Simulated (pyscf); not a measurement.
Optimised with ωB97X-D3(BJ)/def2-SVP in PySCF.

Question: What is the homolytic dissociation enthalpy (298 K, ωB97M-D3(BJ)/def2-TZVP) of the F–Ge bond of F–GeH₂–Ge(F)(F)–F, to F• + F–Ge(F)(F)–GeH₂•?

Answer: F–Ge to F• + F–Ge(F)(F)–GeH₂•: 497.1 kJ/mol. The 7 functionals that were run give +489.1 (PBE0-D3(BJ)) to +511.1 kJ/mol (PBE). Other isomers of F–Ge(F)(F)–GeH₂• were not searched in full and may lie lower. Left out: the spin-orbit lowering of F. Elements up to Kr have no core potential and no relativistic terms here.
